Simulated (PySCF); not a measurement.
Atom-mapped SMILES (the numbers label the heavy atoms): `[CH2:1]=[N:2][OH:3]` (H(Xn): hydrogen on atom n). Ha(C1) is cis to O3; Hb(C1) is trans to O3.

PySCF 2.14 calculation with σ from GIAO-KT2/pcSseg-2 and structure optimised with PBE0-D3(BJ)/def2-SVP; no solvent model, a single conformation, non-relativistic.

Referencing at the same level of theory: ¹³C (σref 182.28), ¹H (σref 31.18) against TMS; ¹⁵N (σref 260.12) against NH3; ¹⁷O (σref 324.36) vs H2O.

```json
{"atoms": "O3", "nucleus": "¹⁷O", "count": "1", "δ (ppm)": "241.8"}
{"atoms": "Ha(C1)", "nucleus": "¹H", "count": "1", "δ (ppm)": "?"}
{"atoms": "C1", "nucleus": "¹³C", "count": "1", "δ (ppm)": "129.4"}
{"atoms": "Hb(C1)", "nucleus": "¹H", "count": "1", "δ (ppm)": "?"}
{"atoms": "H(O3)", "nucleus": "¹H", "count": "1", "δ (ppm)": "6.71"}
{"atoms": "N2", "nucleus": "¹⁵N", "count": "1", "δ (ppm)": "410.9"}
```

Q: Fill in the missing shifts.

A: 
- Ha(C1): 6.93 ppm, hydrogen on a C=N carbon
- Hb(C1): 6.02 ppm, hydrogen on a C=N carbon

Exchangeable OH/NH protons stand at their gas-phase positions; hydrogen bonding in a real sample shifts them, mostly to higher δ. Shifts are as computed. Against solution values, carbons near 30 ppm lie about +3 ppm off and those near 130 ppm about -1 ppm. Of 1211 compounds with measured shifts, 218 miss one by over three times the rms of a fit or turn the order of signals round; such compounds aren't used in these exercises. Experimental scales use liquid or dissolved standards, which lie at an offset from isolated NH3 (liquid NH3: subtract about 20 ppm) and H2O (liquid H2O: subtract about 36 ppm). Unscaled 15N shifts of sp2 nitrogen come out 20 to 40 ppm too high even then.
